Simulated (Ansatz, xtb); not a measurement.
# AlBH3N: which of two structures lies lower

We compare a, `B=[N][AlH2]`, a singlet, with b, a singlet given by its coordinates. Both are isolated molecules in the gas phase, relaxed with r2SCAN-D4/def2-SVP; the shapes shown needn't be the lowest conformers.

a (Å):

```xyz
6

Al    0.4764   -0.1841    0.0683
B    -1.0625    1.1026    2.3599
N    -0.4247    0.5692    1.4102
H    -1.6598    1.6021    3.2491
H     1.0768   -1.6356    0.2721
H     0.6472    0.6226   -1.2840
```

b (Å):

```yaml
atoms:
  - { symbol: Al, position_ang: [-1.3969, 0.1623, -0.4550] }
  - { symbol: B, position_ang: [-0.0690, 0.7486, 1.5273] }
  - { symbol: N, position_ang: [0.1084, -0.2448, 0.5758] }
  - { symbol: H, position_ang: [0.6146, 0.9990, 2.4895] }
  - { symbol: H, position_ang: [-1.0777, 1.4472, 1.3198] }
  - { symbol: H, position_ang: [0.8896, -0.8922, 0.6156] }
```

Close contacts (Å): Al1–B2 2.46, Al1–N3 1.87, B2–N3 1.39, B2–H4 1.21, B2–H5 1.24, N3–H6 1.02.

Energies in hartree; the thermal terms are from r2SCAN-D4/def2-SVP harmonic frequencies (ideal gas, rigid rotor, one conformer each, 298.15 K, 1 atm) and include the zero-point energy:

|  | a | b |
| --- | --- | --- |
| E, CCSD(T)/def2-TZVPP | −323.287879 | −323.296130 |
| zero-point energy | 0.029968 | 0.036916 |
| H(298 K) − E | 0.035631 | 0.041886 |
| G(298 K) − E | 0.004675 | 0.011257 |

Question: Work out ΔE, ΔE₀, ΔH and ΔG for a → b in kJ/mol (1 Eh = 2625.50 kJ/mol) and the equilibrium ratio [b]/[a].

Answer: 1. ΔE = −323.296130 − (−323.287879) = −0.008251 Eh = −21.66 kJ/mol.
2. ΔE₀ = ΔE + ΔZPE = −0.008251 + (+0.006948) Eh = −3.42 kJ/mol.
3. ΔH = ΔE + (+0.006255) Eh = −5.24 kJ/mol.
4. ΔG = ΔE + (+0.006582) Eh = −4.38 kJ/mol, so ΔS = (ΔH − ΔG)/T = −2.9 J/(mol K).
5. kT = 0.9442 mEh, so K = [b]/[a] = exp(−ΔG/kT) = exp(+1.77) ≈ 5.9.

Structure b is favoured at this temperature. An error of 4 kJ/mol in ΔG would change K by a factor of 5. HF/def2-TZVPP found them nearly level. Mirror images and further conformers aren't counted.

Other levels gave ΔE = −14.7 (r2SCAN-D4/def2-SVP); +1.7 (HF/def2-TZVPP); −8.7 (MP2/def2-TZVPP) kJ/mol. The correlated steps freeze 7 core orbitals. Programs: Ansatz 0.2.0.
